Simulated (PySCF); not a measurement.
Rigid-rotor lines calculated for a species of formula CH2O2 (commonest isotopes; CAM-B3LYP/def2-TZVP geometry optimisation, gas phase in PySCF), labelled J(Ka,Kc):

```json
{"transition": "1(0,1) ← 0(0,0)", "MHz": "22787.7"}
{"transition": "1(1,1) ← 0(0,0)", "MHz": "88580.0"}
{"transition": "2(1,2) ← 1(1,1)", "MHz": "43920.2"}
{"transition": "2(0,2) ← 1(0,1)", "MHz": "45544.6"}
{"transition": "2(1,1) ← 1(1,0)", "MHz": "47230.8"}
```

**Question.** Find the rotational constants.

**Answer.** 1(0,1) ← 0(0,0) is B + C, 2(1,1) ← 1(1,0) is 3B + C and 2(1,2) ← 1(1,1) is B + 3C, so B − C is half the difference of the last two, 1655.3 MHz. 1(1,1) ← 0(0,0) is A + C. A = 78013.7, B = 12221.5, C = 10566.2 MHz.

**Question.** What moments of inertia, asymmetry and inertial defect follow?

**Answer.** I = 505379 MHz·u·Å² over each constant: Ia = 6.48, Ib = 41.35, Ic = 47.83 u·Å²; κ = (2B − A − C)/(A − C) = -0.951 (near-prolate asymmetric top); Δ = Ic − Ia − Ib = 0.00 u·Å².

**Question.** Which dipole components do these lines need?

**Answer.** μa and μb (a-type: ΔKa even, ΔKc odd; b-type: both odd). The calculation gives |μa| = 1.54 D, |μb| = 0.13 D, |μc| = 0.00 D.

**Question.** Predict further lines from these constants: 3(1,2) ← 3(0,3); 3(2,1) ← 3(1,2); 3(1,2) ← 2(1,1); 2(2,1) ← 2(1,2); 3(2,1) ← 2(2,0); 3(1,3) ← 2(1,2); 3(1,3) ← 2(0,2); 2(2,0) ← 2(1,1).

**Answer.** 
```csv
transition,MHz,type,branch
"3(1,3) ← 2(1,2)",65861,a,R
"3(2,1) ← 2(2,0)",68486,a,R
"3(1,2) ← 2(1,1)",70827,a,R
"3(1,2) ← 3(0,3)",71720,b,Q
"3(1,3) ← 2(0,2)",130029,b,R
"3(2,1) ← 3(1,2)",195067,b,Q
"2(2,0) ← 2(1,1)",197408,b,Q
"2(2,1) ← 2(1,2)",202343,b,Q
```

**Question.** Which structure gave them?

**Answer.** `C(O)=O` (formic acid), point group Cs. Three constants can't fix a structure by themselves; this is the one that was computed:
```xyz
5
CH2O2 angstrom
O     -0.927    0.935   -0.009
C     -0.236    0.131   -0.555
O      0.717   -0.590    0.044
H     -0.287   -0.127   -1.620
H      0.735   -0.338    0.981
```

The values belong to one conformer (point group Cs) with, in the numbering `[O:1]=[CH:2][OH:3]`, O1–C2–O3–H 0°. No CAM-B3LYP/def2-TZVP frequencies stand behind this structure, so it isn't proved a minimum. No vibrational averaging or centrifugal distortion is included, and the geometry carries the error of its method.
